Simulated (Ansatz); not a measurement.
CH2O beside HCN: one fragment in the basis of the whole pair (the partner's atoms are ghosts).

The input file, in.yaml:

```yaml
crystal:
  periodic: [false, false, false]
  atoms:
    - {symbol: C, position_ang: [0.229243, -0.139161, 2.165615]}
    - {symbol: N, position_ang: [0.626729, -0.560081, 3.155161]}
    - {symbol: H, position_ang: [-0.135563, 0.245144, 1.225951]}
basis:
  gaussian:
    orbitals: "def2-TZVPPD.json"
    ghost_atoms:
      - {symbol: C, position_ang: [-0.176256, 0.108426, -1.643021]}
      - {symbol: O, position_ang: [-0.617224, 0.708891, -0.703393]}
      - {symbol: H, position_ang: [0.523272, -0.740016, -1.520485]}
      - {symbol: H, position_ang: [-0.450202, 0.376894, -2.679728]}
hamiltonian: {xc: {name: BLYP}, dispersion: d4}
```

The basis file named in the input lies beside it (Basis Set Exchange, JSON).

Run by:

```bash
ansatz run in.yaml --threads 2 --pin off --events-out ev --progress --plain --max-ram 5222MiB
```

The run's output (Ansatz 0.2.0):

```
Functional definition: BLYP
  name "BLYP"
  cite "Becke, Phys. Rev. A 38, 3098 (1988) doi:10.1103/PhysRevA.38.3098"
  cite "Lee, Yang & Parr, Phys. Rev. B 37, 785 (1988) doi:10.1103/PhysRevB.37.785"
  parameter beta = 0.0042
  parameter a = 0.04918
  parameter b = 0.132
  parameter c = 0.2533
  parameter d = 0.349
  exchange = b88_x(beta = beta)
  correlation = lyp_c(a = a, b = b, c = c, d = d)
854 factors; their error is unknown
mean field evaluation 1: about -2537.5311 eV, gradient 5.0e1 eV
mean field evaluation 2: about -2517.5147 eV, gradient 9.9e1 eV
mean field evaluation 4: about -2542.6867 eV, gradient 4.9e0 eV
mean field evaluation 8: about -2542.7380 eV, gradient 5.1e-2 eV
mean field -2542.73802168 eV, -93.4438987670 hartree, gradient 4.0e-5 eV, S^2 0.000000; 0 other end points of the search recorded, 0 dependent functions left out
reference -2542.73826883 eV, -93.4439078497 hartree; 7, 7 occupied and 195, 195 virtual orbitals, 854 factors
Total energy: -2542.78218693 eV, -93.4455218099 hartree
```

The lines “mean field evaluation” count trial sets of orbitals through the whole run, from several starts and some on an approximate energy, so they need not fall steadily or lie above the final value.

The run took about 1.7 s on 2 CPU threads (shared host).
